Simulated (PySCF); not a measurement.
# Phosphorus: a sound run and one with changed settings

Sound run: P [Ne] 3s2 3p3, P+ [Ne] 3s2 3p2. Computed with PySCF 2.14 in cc-pV(T+d)Z (5s4p3d1f, 39 functions), with no relativity, point nucleus. In the sound run the correlated levels freeze [Ne]. The sound run starts from symmetry-adapted Hartree-Fock orbitals and uses a fine grid where one is needed.

A second run was set up differently.

```
species   method  sound run (hartree)  changed run (hartree)  converged
      P      MP2           -340.79974             -340.73497        yes
      P  CCSD(T)           -340.82157             -340.74160        yes
     P+      MP2           -340.41454             -340.35856        yes
     P+  CCSD(T)           -340.43727             -340.36142        yes
```

Ionisation energy of P:

| method | sound run (eV) | changed run (eV) |
| --- | --- | --- |
| UHF | 9.912 | 9.912 |
| MP2 | 10.482 | 10.243 |
| SCS-MP2 | 10.307 | 10.022 |
| CCSD | 10.416 | 10.337 |
| CCSD(T) | 10.458 | 10.345 |

What was changed?
A. a valence shell is frozen
B. all electrons correlated in a valence basis
C. too few SCF iterations
D. basis contracted for another Hamiltonian

A. Freezing a valence shell removes pair correlation that changes on ionisation.
